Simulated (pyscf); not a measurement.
Elementary routes open to H₃C–GaH₂ + hydrogen fluoride (HF) in the gas phase (singlet surface):
A. H₃C–GaH–F + hydrogen (H₂) (Ga–H, F–H broken; F–Ga, H–H formed)
B. methane (CH₄) + F–GaH₂ (C–Ga, F–H broken; C–H, F–Ga formed)

PySCF, gas phase, ωB97X-D3(BJ)/def2-SVP geometries.

### Question
Rank the routes by free-energy barrier at 900 K, lowest first, for ωB97M-D3(BJ)/def2-TZVP energies (ideal gas, 1 atm, RRHO with modes under 100 cm⁻¹ raised to 100, one conformer, R ln 2 for chiral ones without a mode under 150 cm⁻¹).

### Answer
A (32.4 kcal/mol), B (35.2 kcal/mol)

Route A is the fastest of these, ahead of the next by 2.8 kcal/mol. The most stable products are those of B (ΔG = -24.2 kcal/mol), whose barrier is 2.8 kcal/mol higher: the kinetic and the thermodynamic product differ. At 298 K A is still the fastest. A: On the reactant side the descent ends in an adduct with a F–Ga contact, 7.1 kcal/mol under the separated species and 8.0 kcal/mol under the saddle at ωB97X-D3(BJ)/def2-TZVP. B: On the reactant side the descent ends in an adduct with a F–Ga contact, 6.7 kcal/mol under the separated species and 10.6 kcal/mol under the saddle at ωB97X-D3(BJ)/def2-TZVP. Only these routes are compared; each barrier is that of the saddle found, and lower ones may exist. Elements up to Kr have no core potential and no relativistic terms here.
